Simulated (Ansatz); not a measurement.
## Rock-salt ZrC

Level of theory: LDA (Ansatz, a quantum-chemistry and plane-wave program, plane waves, PAW).

Run with plane-wave cutoff 520 eV, 24×24×24 k mesh, Fermi–Dirac smearing 0.057 eV (set by the program), scalar-relativistic PAW data made under PBE.

Cell: measured lattice: a = b = c = 4.692 Å, α = β = γ = 90.00°.

| Property | Value |
|---|---|
| elastic constant C11 | 453 GPa |
| elastic constant C12 | 97.8 GPa |
| elastic constant C44 | 155 GPa |
| Voigt–Reuss–Hill bulk modulus | 216 GPa |
| polycrystal shear modulus (Hill average) | 164 GPa |
| Young modulus | 392 GPa |
| Poisson ratio | 0.198 |

Measured, for comparison: elastic constant C11 470 GPa, elastic constant C12 100 GPa, elastic constant C44 160 GPa (temperature not stated, no zero-point or thermal correction; as tabulated in Wu et al. (2005), arXiv:cond-mat/0412374). Computed (rounded) less measured: elastic constant C11 -4 %, elastic constant C12 -2 %, elastic constant C44 -3 %.

Note: the cell isn't this level's own, so it is under some stress, which shifts stiffness and frequencies.

Elastic constants are with the ions relaxed.

Computing time: around 3 core-minutes (rough).
